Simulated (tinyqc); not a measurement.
Inside a calculation. Method: extended Hueckel theory, for HF. One step of it, computed by the program tinyqc.

Question. Wolfsberg-Helmholz matrix. H_ij = K' S_ij (H_ii + H_jj)/2 for i != j (the diagonal keeps H_ii), with K' = 1.75.

overlap S:
```
           1F 2s    1F 2px    1F 2py    1F 2pz     2H 1s
1F 2s   1.000000  0.000000  0.000000  0.000000  0.479490
1F 2px  0.000000  1.000000  0.000000  0.000000  0.000000
1F 2py  0.000000  0.000000  1.000000  0.000000  0.000000
1F 2pz  0.000000  0.000000  0.000000  1.000000  0.387068
2H 1s   0.479490  0.000000  0.000000  0.387068  1.000000
```

diagonal H_ii (eV): 1F 2s -40.000000, 1F 2px -18.100000, 1F 2py -18.100000, 1F 2pz -18.100000, 2H 1s -13.600000

K = 1.750000

Give: H.

Answer.

H (eV):
```
          1F 2s   1F 2px   1F 2py   1F 2pz    2H 1s
1F 2s   -40.000    0.000    0.000    0.000  -22.488
1F 2px    0.000  -18.100    0.000    0.000    0.000
1F 2py    0.000    0.000  -18.100    0.000    0.000
1F 2pz    0.000    0.000    0.000  -18.100  -10.736
2H 1s   -22.488    0.000    0.000  -10.736  -13.600
```
